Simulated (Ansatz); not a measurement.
# AlH₄OP: how energies converge with the basis set

An exercise on one series of results from a longer session: the logs are not shown, and one member is left open.

The runs use Ansatz 0.2.0, Gaussian basis; one geometry, several basis sets.

Levels to be run: PBE0-D4/def2-SVP; ωB97M-V/def2-SVP; PBE0-D4/def2-QZVPP; ωB97M-V/def2-QZVPP; the functionals' def2-TZVPP values are taken from earlier runs.

## The relaxed structure

All runs share one geometry, relaxed beforehand with PBE0-D4 in a triple-zeta def2 set.

SMILES `[AlH2][O]P`, 7 atoms, charge 0, spin multiplicity 1.

Atoms are counted from 1 here; the program's logs count them from 0.

Bond lengths: Al1–O2 1.689 Å, Al1–H4 1.580 Å, Al1–H5 1.576 Å, O2–P3 1.623 Å, P3–H6 1.428 Å, P3–H7 1.432 Å. Angles: O2–Al1–H4 118.3°, O2–Al1–H5 116.4°, H4–Al1–H5 125.3°, Al1–O2–P3 150.2°, O2–P3–H6 99.3°, O2–P3–H7 101.1°, H6–P3–H7 91.2°.

Coordinates:

```mol
AlH4OP
  3D, bonds by distance, orders not assigned

  7  6  0  0  0  0  0  0  0  0999 V2000
   -1.2386    0.3595   -0.7432 Al  0  0
    0.2152    0.4917    0.1067 O   0  0
    1.7011   -0.0634    0.4518 P   0  0
   -1.5097   -0.9641   -1.5626 H   0  0
   -2.2205    1.5881   -0.6477 H   0  0
    1.6441   -0.0036    1.8770 H   0  0
    1.4696   -1.4762    0.4723 H   0  0
  1  2  8  0
  2  3  8  0
  1  4  8  0
  1  5  8  0
  3  6  8  0
  3  7  8  0
M  END
```

Set-up of the first run:

File in.yaml:

```yaml
crystal:
  periodic: [false, false, false]
  atoms:
    - {symbol: Al, position_ang: [-1.238594, 0.359467, -0.743177]}
    - {symbol: O, position_ang: [0.215168, 0.491660, 0.106670]}
    - {symbol: P, position_ang: [1.701140, -0.063396, 0.451759]}
    - {symbol: H, position_ang: [-1.509737, -0.964118, -1.562630]}
    - {symbol: H, position_ang: [-2.220538, 1.588114, -0.647734]}
    - {symbol: H, position_ang: [1.644100, -0.003577, 1.877047]}
    - {symbol: H, position_ang: [1.469560, -1.476152, 0.472264]}
basis:
  gaussian: {orbitals: def2-SVP}
hamiltonian: {xc: pbe0, dispersion: d4}
output: {orbitals: {seedname: orbitals}}
```

Run with:

```console
> ansatz run in.yaml --threads 2 --pin off --events-out ev --progress --plain --max-ram 4352MiB
```

Steps of the session up to this table: PBE0-D4 in def2-SVP; ωB97M-V in def2-SVP; PBE0-D4 in def2-QZVPP; ωB97M-V in def2-QZVPP.

One of the session's tables, all rows but one given; the rest of the session is left out.

It belongs to the step «Functionals by basis». 

```
functional       basis  HOMO (eV)
   PBE0-D4    def2-SVP      -6.84
   PBE0-D4  def2-TZVPP      -6.91
   PBE0-D4  def2-QZVPP      -6.94
   ωB97M-V    def2-SVP      -9.02
   ωB97M-V  def2-TZVPP          ?
   ωB97M-V  def2-QZVPP      -9.15
```

**Question.** Estimate the row for ωB97M-V, def2-TZVPP.

**Answer.** HOMO (eV): -9.13. In the column «HOMO (eV)» it lies between ωB97M-V, def2-QZVPP (-9.15) and ωB97M-V, def2-SVP (-9.02).
